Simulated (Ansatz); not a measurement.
## SO₂, singlet: reading a ladder of total energies

Geometry: MP2(full)/6-31G*, from the G2/97 set.

```xyz
3

S     0.0000    0.0000    0.3699
O     0.0000    1.2776   -0.3707
O     0.0000   -1.2776   -0.3707
```

Basis STO-3G; Ansatz 0.2.0. Only valence electrons are correlated (noble-gas cores frozen), which leaves 18 electrons in 12 orbitals. R marks a restricted (for open shells ROHF) determinant.

Full CI is exact within this basis and frozen core; it isn't the basis-set limit.

Runs differ by some tens of microhartree through their thresholds, so steps under 0.03 kcal/mol mean nothing.

```json
{"level": "RHF", "total energy (hartree)": "-540.625169"}
{"level": "RMP2", "total energy (hartree)": "-540.830037"}
{"level": "RCCSD*", "total energy (hartree)": "-540.826780"}
{"level": "RCCSD(T)*", "total energy (hartree)": "-540.848243"}
{"level": "RCCSDT*", "total energy (hartree)": "-540.848668"}
{"level": "RCCSDT(Q)*", "total energy (hartree)": "-540.850182"}
{"level": "RCCSDTQ*", "total energy (hartree)": "-540.849505"}
{"level": "full CI", "total energy (hartree)": "-540.849661"}
```

Question: What is the correlation energy at full CI, and what share of it do RMP2 and RCCSDT recover?

Answer: E(corr) = -540.849661 − (-540.625169) = -0.224492 hartree = -6.109 eV. RMP2: -0.204868 / -0.224492 = 91.26 %. RCCSDT: -0.223499 / -0.224492 = 99.56 %.

Question: By how many kcal/mol does RCCSD(T) miss full CI (1 hartree = 627.509 kcal/mol), and which steps make up the rest?

Answer: -540.848243 − (-540.849661) = 0.001418 hartree = 0.89 kcal/mol. Steps: RCCSDT − RCCSD(T) = -0.27, RCCSDT(Q) − RCCSDT = -0.95, RCCSDTQ − RCCSDT(Q) = 0.42, full CI − RCCSDTQ = -0.10 kcal/mol. With more than one leading determinant such errors change with state and geometry, and needn't cancel in differences.

An asterisk marks runs whose energy the program itself flagged as in doubt.
